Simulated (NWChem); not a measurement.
Everything below was run with NWChem. System: C$_{3}$H$_{4}$, charge 0, spin multiplicity 1, displaced from the optimised geometry.

Job file:

```
start mol
memory heap 200 mb stack 900 mb global 1100 mb
geometry units angstroms nocenter noautoz
  C      1.247866    -0.199893     0.000000
  C     -0.215840     0.036046     0.000000
  C     -1.435565     0.229754     0.000000
  H      1.478125    -1.299133     0.000000
  H      1.730538     0.252525     0.907545
  H      1.730538     0.252525    -0.907545
  H     -2.517966     0.398642     0.000000
  symmetry group Cs
end
basis spherical
  * library def2-svp
end
dft
  xc slater vwn_5
  semidirect memsize 60000000 filesize 0
  iterations 100
  convergence nodiis damp 40
end
task dft gradient
```

The output up to the point where the run's verdict is printed (cleaned and shortened):

```
             Northwest Computational Chemistry Package (NWChem) 7.3.0
             --------------------------------------------------------

                                NWChem Input Module
                                -------------------

 Scaling coordinates for geometry "geometry" by  1.889725989
 (inverse scale =  0.529177249)

 Turning off AUTOSYM since
 SYMMETRY directive was detected!

                             Geometry "geometry" -> ""
                             -------------------------

 Output coordinates in angstroms (scale by  1.889725989 to convert to a.u.)

  No.       Tag          Charge          X              Y              Z
 ---- ---------------- ---------- -------------- -------------- --------------
    1 C                    6.0000     1.24786600    -0.19989300     0.00000000
    2 C                    6.0000    -0.21584000     0.03604600     0.00000000
    3 C                    6.0000    -1.43556500     0.22975400     0.00000000
    4 H                    1.0000     1.47812500    -1.29913300     0.00000000
    5 H                    1.0000     1.73053800     0.25252500     0.90754500
    6 H                    1.0000     1.73053800     0.25252500    -0.90754500
    7 H                    1.0000    -2.51796600     0.39864200     0.00000000

 Effective nuclear repulsion energy (a.u.)      57.4061020694

            Nuclear Dipole moment (a.u.)
            ----------------------------
        X                 Y               Z
 ---------------- ---------------- ----------------
     0.0000018897     0.0000018897     0.0000000000

      Symmetry information
      --------------------

 Group name             Cs
 Group number              2
 Group order               2
 No. of unique centers     6

      Symmetry unique atoms

     1    2    3    4    5    7


 Summary of "ao basis" -> "" (spherical)
 ------------------------------------------------------------------------------
       Tag                 Description            Shells   Functions and Types
 ---------------- ------------------------------  ------  ---------------------
[...]
 d= 0,ls=0.0         52    -83.8180526669  1.63D+00  4.23D-01               3.3
 d= 0,ls=0.0         53    -85.4494680036 -1.63D+00  4.23D-01               3.4
 d= 0,ls=0.0         54    -83.8180526669  1.63D+00  4.23D-01               3.4
 d= 0,ls=0.0         55    -85.4494680036 -1.63D+00  4.23D-01               3.5
 d= 0,ls=0.0         56    -83.8180526669  1.63D+00  4.23D-01               3.5
 d= 0,ls=0.0         57    -85.4494680036 -1.63D+00  4.23D-01               3.6
 d= 0,ls=0.0         58    -83.8180526669  1.63D+00  4.23D-01               3.6
 d= 0,ls=0.0         59    -85.4494680036 -1.63D+00  4.23D-01               3.7
 d= 0,ls=0.0         60    -83.8180526669  1.63D+00  4.23D-01               3.7
 d= 0,ls=0.0         61    -85.4494680036 -1.63D+00  4.23D-01               3.8
 d= 0,ls=0.0         62    -83.8180526669  1.63D+00  4.23D-01               3.9
 d= 0,ls=0.0         63    -85.4494680036 -1.63D+00  4.23D-01               3.9
 d= 0,ls=0.0         64    -83.8180526669  1.63D+00  4.23D-01               4.0
 d= 0,ls=0.0         65    -85.4494680036 -1.63D+00  4.23D-01               4.0
 d= 0,ls=0.0         66    -83.8180526669  1.63D+00  4.23D-01               4.1
 d= 0,ls=0.0         67    -85.4494680036 -1.63D+00  4.23D-01               4.1
 d= 0,ls=0.0         68    -83.8180526669  1.63D+00  4.23D-01               4.2
 d= 0,ls=0.0         69    -85.4494680036 -1.63D+00  4.23D-01               4.2
 d= 0,ls=0.0         70    -83.8180526669  1.63D+00  4.23D-01               4.3
 d= 0,ls=0.0         71    -85.4494680036 -1.63D+00  4.23D-01               4.4
 d= 0,ls=0.0         72    -83.8180526669  1.63D+00  4.23D-01               4.4
 d= 0,ls=0.0         73    -85.4494680036 -1.63D+00  4.23D-01               4.5
 d= 0,ls=0.0         74    -83.8180526669  1.63D+00  4.23D-01               4.5
 d= 0,ls=0.0         75    -85.4494680036 -1.63D+00  4.23D-01               4.6
 d= 0,ls=0.0         76    -83.8180526669  1.63D+00  4.23D-01               4.7
 d= 0,ls=0.0         77    -85.4494680036 -1.63D+00  4.23D-01               4.7
 d= 0,ls=0.0         78    -83.8180526669  1.63D+00  4.23D-01               4.8
 d= 0,ls=0.0         79    -85.4494680036 -1.63D+00  4.23D-01               4.8
 d= 0,ls=0.0         80    -83.8180526669  1.63D+00  4.23D-01               4.9
 d= 0,ls=0.0         81    -85.4494680036 -1.63D+00  4.23D-01               4.9
 d= 0,ls=0.0         82    -83.8180526669  1.63D+00  4.23D-01               5.0
 d= 0,ls=0.0         83    -85.4494680036 -1.63D+00  4.23D-01               5.0
 d= 0,ls=0.0         84    -83.8180526669  1.63D+00  4.23D-01               5.1
 d= 0,ls=0.0         85    -85.4494680036 -1.63D+00  4.23D-01               5.2
 d= 0,ls=0.0         86    -83.8180526669  1.63D+00  4.23D-01               5.2
 d= 0,ls=0.0         87    -85.4494680036 -1.63D+00  4.23D-01               5.3
 d= 0,ls=0.0         88    -83.8180526669  1.63D+00  4.23D-01               5.3
 d= 0,ls=0.0         89    -85.4494680036 -1.63D+00  4.23D-01               5.4
 d= 0,ls=0.0         90    -83.8180526669  1.63D+00  4.23D-01               5.4
 d= 0,ls=0.0         91    -85.4494680036 -1.63D+00  4.23D-01               5.5
 d= 0,ls=0.0         92    -83.8180526669  1.63D+00  4.23D-01               5.5
 d= 0,ls=0.0         93    -85.4494680036 -1.63D+00  4.23D-01               5.6
 d= 0,ls=0.0         94    -83.8180526669  1.63D+00  4.23D-01               5.7
 d= 0,ls=0.0         95    -85.4494680036 -1.63D+00  4.23D-01               5.7
 d= 0,ls=0.0         96    -83.8180526669  1.63D+00  4.23D-01               5.8
 d= 0,ls=0.0         97    -85.4494680036 -1.63D+00  4.23D-01               5.9
 d= 0,ls=0.0         98    -83.8180526669  1.63D+00  4.23D-01               5.9
 d= 0,ls=0.0         99    -85.4494680036 -1.63D+00  4.23D-01               6.0
 d= 0,ls=0.0        100    -83.8180526669  1.63D+00  4.23D-01               6.0
```

Convergence was not reached. The next line reads: Calculation failed to converge. NWChem stopped with the message: dft gradient failed.
